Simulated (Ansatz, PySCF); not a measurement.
This PySCF input computes a CCSD(T)/cc-pVDZ energy:

```python
from pyscf import gto, scf, mp, cc as ccmod

mol = gto.M(
    atom='''
    F    -1.07548335   -0.31432039   -0.00990984
    C    -0.01550143    0.40315107    0.03875512
    F     1.09632475   -0.22770926   -0.04219575
    H    -0.03196128    1.15138784    0.93877589
    H    -0.06260276    1.30797255   -0.70235629
    ''',
    basis='cc-pvdz',
    charge=1,
    spin=1,
    verbose=4,
)

mf = scf.UHF(mol)
mf.conv_tol = 1e-10
mf.max_cycle = 100
mf.kernel()
mo, _, stable, _ = mf.stability(return_status=True)
if not stable:
    mf.kernel(mf.make_rdm1(mo, mf.mo_occ))
mp2 = mp.MP2(mf, frozen=3).run()
cc = ccmod.CCSD(mf, frozen=3)
cc.max_cycle = 100
cc.kernel()
et = cc.ccsd_t()
print(f'E(CCSD(T)) = {cc.e_tot + et:.9f}')
```

### Question
Write an input for the same energy in Ansatz (an electronic-structure program) and say what it gives.

### Answer

Ansatz 0.2 input:
```yaml
crystal:
  periodic: [false, false, false]
  atoms:
    - {symbol: F, position_ang: [-1.07548335, -0.31432039, -0.00990984]}
    - {symbol: C, position_ang: [-0.01550143, 0.40315107, 0.03875512]}
    - {symbol: F, position_ang: [1.09632475, -0.22770926, -0.04219575]}
    - {symbol: H, position_ang: [-0.03196128, 1.15138784, 0.93877589]}
    - {symbol: H, position_ang: [-0.06260276, 1.30797255, -0.70235629]}
basis:
  gaussian:
    orbitals: cc-pVDZ
total_charge: 1
magnetization: {spin_polarized: true, initial_magnetization: 1}
correlation: {method: ccsd_t, electrons: outside_noble_gas}
```
It gives -237.99417 Eh, and PySCF -237.99417 Eh, a difference of 0.00 mEh.
